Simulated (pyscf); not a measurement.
This saddle point was located with ωB97X-D3(BJ)/def2-SVP in PySCF.

```
Ta
O 1 1.7230
O 1 1.7231 2 108.12
Cl 1 2.5003 2 117.58 3 136.18
H 4 1.5834 1 66.58 2 114.14
Cl 5 1.5844 4 151.15 1 0.00
```
Charge 0, spin multiplicity 1.

Surface: singlet, charge 0. Lowest wavenumbers (cm⁻¹): 667i, 104, 113, 126, 215.

Problem. Which two sides does it connect, and which bonds change?

Solution. O=Ta(=O)–Cl (SMILES [O]=[Ta](=[O])[Cl]) + HCl (SMILES Cl) ⇌ O=Ta(=O)–Cl (SMILES [O]=[Ta](=[O])[Cl]) + HCl (SMILES Cl), a four-centre exchange read from left to right: Cl–Ta, Cl–H broken and Cl–Ta, Cl–H formed. At ωB97M-D3(BJ)/def2-TZVP it lies -0.69 eV from the left side and -0.69 eV from the right (each side as separated species at their lowest minima found). On the reactant side the descent ends in an adduct with a Cl–Ta contact, 1.19 eV under the separated species and 0.25 eV under the saddle at ωB97X-D3(BJ)/def2-TZVP. On the product side the descent ends in an adduct with a Cl–Ta contact, 1.19 eV under the separated species and 0.26 eV under the saddle at ωB97X-D3(BJ)/def2-TZVP. At ωB97M-D3(BJ) the saddle lies under the separated reactants, which points to a path from their complex (located at ωB97X-D3(BJ) alone). At ωB97M-D3(BJ) the saddle lies under the separated products, which points to a path from their complex (located at ωB97X-D3(BJ) alone). What is counted as formed (Cl–Ta) is already present as a longer contact in the reactant adduct; forming that adduct is a step of its own. What is counted as broken (Cl–Ta) persists as a longer contact in the product adduct; parting that adduct is a step of its own. At ωB97X-D3(BJ)/def2-TZVP the barrier from the zero used here is -0.93 eV. One saddle was located; it need not be the lowest between these sides. Elements past Kr carry the def2 core potentials, without spin-orbit coupling.
